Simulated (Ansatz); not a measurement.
# C3H6FN: the cost of one run

Program: Ansatz 0.2.0. Level of theory: RKS B3LYP-D4/6-31G*. These are calculated values, not measurements.

### 1 The structure to begin with

Bond lengths: C1–C2 1.277 Å, C2–F3 1.336 Å, C2–N4 1.400 Å, N4–C5 1.376 Å, C1–H6 1.073 Å, C1–H7 1.132 Å, N4–H8 1.030 Å, C5–H9 1.049 Å, C5–H10 1.134 Å, C5–H11 1.085 Å. Angles (14 of 15 angles, heavy atoms first): C1–C2–F3 117.4°, C1–C2–N4 126.6°, F3–C2–N4 116.1°, C2–N4–C5 126.2°, C2–C1–H6 127.1°, C2–C1–H7 118.6°, C2–N4–H8 109.5°, C5–N4–H8 116.2°, N4–C5–H9 112.4°, N4–C5–H10 111.0°, N4–C5–H11 110.0°, H6–C1–H7 114.1°, H9–C5–H10 106.6°, H9–C5–H11 110.1°.

As a file:

```xyz
11

C    -1.8035    0.7388   -0.1261
C    -0.5358    0.6376   -0.0108
F     0.1233    1.6959    0.4684
N     0.2450   -0.4775   -0.3383
C     1.5265   -0.7282    0.0957
H    -2.4774    0.0076   -0.5305
H    -2.2962    1.7200    0.1490
H    -0.3638   -1.3002   -0.4562
H     1.9320   -1.5946   -0.3356
H     1.5523   -0.8822    1.2189
H     2.1629    0.1257   -0.1138
```

### 2 Relaxing end A

File input.yaml:

```yaml
crystal:
  periodic: [false, false, false]
  atoms:
    - { symbol: C, position_ang: [-1.8035, 0.7388, -0.1261] }
    - { symbol: C, position_ang: [-0.5358, 0.6376, -0.0108] }
    - { symbol: F, position_ang: [0.1233, 1.6959, 0.4684] }
    - { symbol: "N", position_ang: [0.245, -0.4775, -0.3383] }
    - { symbol: C, position_ang: [1.5265, -0.7282, 0.0957] }
    - { symbol: H, position_ang: [-2.4774, 0.0076, -0.5305] }
    - { symbol: H, position_ang: [-2.2962, 1.72, 0.149] }
    - { symbol: H, position_ang: [-0.3638, -1.3002, -0.4562] }
    - { symbol: H, position_ang: [1.932, -1.5946, -0.3356] }
    - { symbol: H, position_ang: [1.5523, -0.8822, 1.2189] }
    - { symbol: H, position_ang: [2.1629, 0.1257, -0.1138] }
basis:
  gaussian: { orbitals: "6-31G*" }
hamiltonian:
  xc: b3lyp
  dispersion: d4
relax:
  f_tol: 0.015
  max_steps: 40
```

Launch:

```
ansatz run input.yaml --threads 1 --pin off --max-ram 2048MiB --backend cpu --events-out ev --progress --plain --runs-dir out
```

**Question.** How long does this run take on 1 thread of Arm Neoverse V2, shared host, and how much memory does it need?

About 39 s, with a peak of 0.17 GiB.
